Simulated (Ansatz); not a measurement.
C$_{3}$H$_{3}$FO, SMILES `OCC#CF` from Hartree–Fock to CCSD(T)

Cartesian coordinates in Å:
```
O 1.595 0.407 -0.538
C 0.202 0.373 -0.757
C -0.534 -0.344 0.282
C -1.117 -0.913 1.156
F -1.741 -1.527 2.080
H 1.750 0.743 0.348
H -0.212 1.386 -0.852
H 0.058 -0.125 -1.718
```

Total charge 0; spin multiplicity 1. The structure was optimised at the PBE0-D4/def2-TZVP level. It is one conformer, not always the lowest. Frozen core, restricted reference, Ansatz. CBS rows extrapolate triple and quadruple zeta; past MP2 they add the triple-zeta difference.

```
     basis     HF (Eh)  MP2 corr.  CCSD corr.       (T)  CCSD(T) total
  def2-SVP  -289.31196   -0.75083    -0.77780  -0.02324     -290.11300
def2-TZVPP  -289.66162   -0.94943    -0.96500  -0.03966     -290.66628
def2-QZVPP  -289.67436   -1.02321           –         –              –
 CBS(def2)  -289.67612   -1.07786    -1.09343     as TZ     -290.80921
```
